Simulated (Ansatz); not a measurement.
The inner images of a band of C₃H₈N₂ (13 atoms, charge 0, multiplicity 1) are given out of order.

Method: RKS PBE/6-31G in Ansatz 0.2.0.

First end point:

```xyz
13
Properties=species:S:1:pos:R:3
N -0.989 0.900 1.405
C -0.688 0.328 0.121
C 0.512 0.896 -0.626
C 0.600 -0.493 -0.007
N 0.591 -1.613 -0.909
H -1.468 0.281 2.061
H -1.396 1.835 1.382
H -1.503 -0.037 -0.525
H 0.448 0.947 -1.716
H 1.062 1.702 -0.136
H 1.179 -0.544 0.930
H 0.223 -2.484 -0.524
H 1.450 -1.752 -1.441
```

Last end point:

```xyz
13
Properties=species:S:1:pos:R:3
N -0.990 0.900 1.406
C -0.688 0.327 0.121
C 0.510 0.895 -0.627
C 0.600 -0.493 -0.007
N 0.591 -1.614 -0.908
H -1.470 0.281 2.060
H -1.396 1.836 1.382
H -1.503 -0.038 -0.525
H 0.445 0.948 -1.716
H 1.062 1.701 -0.138
H 1.180 -0.542 0.929
H 1.450 -1.751 -1.442
H 0.228 -2.485 -0.521
```

Task: Put them in order from the first end to the last, with their energies above the first end.
A.
```xyz
13
Properties=species:S:1:pos:R:3
N -0.767 0.923 1.553
C -0.688 0.259 0.278
C 0.257 0.863 -0.768
C 0.614 -0.450 -0.078
N 0.611 -1.715 -0.774
H -0.968 0.311 2.346
H -1.328 1.777 1.568
H -1.588 -0.229 -0.139
H -0.059 0.828 -1.816
H 0.804 1.766 -0.483
H 1.381 -0.380 0.699
H 0.322 -1.689 -1.750
H 1.429 -2.300 -0.620
```
B.
```xyz
13
Properties=species:S:1:pos:R:3
N -0.912 0.875 1.465
C -0.651 0.254 0.196
C 0.409 0.890 -0.707
C 0.682 -0.446 0.008
N 0.718 -1.721 -0.660
H -1.169 0.241 2.222
H -1.490 1.715 1.433
H -1.491 -0.217 -0.351
H 0.237 0.869 -1.787
H 0.901 1.787 -0.322
H 1.350 -0.379 0.873
H -0.130 -1.985 -1.162
H 1.566 -1.919 -1.192
```
C.
```xyz
13
Properties=species:S:1:pos:R:3
N -0.841 0.902 1.508
C -0.675 0.258 0.232
C 0.336 0.874 -0.745
C 0.638 -0.452 -0.031
N 0.658 -1.742 -0.681
H -1.063 0.278 2.285
H -1.417 1.745 1.503
H -1.554 -0.213 -0.248
H 0.090 0.844 -1.811
H 0.857 1.776 -0.413
H 1.351 -0.389 0.794
H 0.046 -1.822 -1.496
H 1.595 -2.093 -0.883
```
D.
```xyz
13
Properties=species:S:1:pos:R:3
N -0.689 0.919 1.598
C -0.679 0.239 0.331
C 0.166 0.856 -0.782
C 0.627 -0.432 -0.126
N 0.577 -1.645 -0.896
H -0.862 0.321 2.407
H -1.238 1.780 1.629
H -1.578 -0.294 -0.020
H -0.219 0.804 -1.804
H 0.718 1.767 -0.539
H 1.455 -0.317 0.589
H 0.746 -1.564 -1.895
H 0.995 -2.470 -0.477
```
E.
```xyz
13
Properties=species:S:1:pos:R:3
N -0.944 0.861 1.437
C -0.663 0.296 0.144
C 0.461 0.936 -0.665
C 0.660 -0.443 -0.026
N 0.665 -1.589 -0.881
H -1.273 0.206 2.147
H -1.474 1.733 1.426
H -1.490 -0.125 -0.454
H 0.353 0.944 -1.752
H 0.964 1.795 -0.216
H 1.277 -0.449 0.887
H -0.065 -2.284 -0.780
H 1.549 -1.916 -1.252
```

Result: E (+0.061 eV), B (+0.091 eV), C (+0.121 eV), A (+0.156 eV), D (+0.077 eV).

Time of the run: 3.7 min on 1 thread of Arm Neoverse V2, on a shared host, peak memory 0.12 GiB.
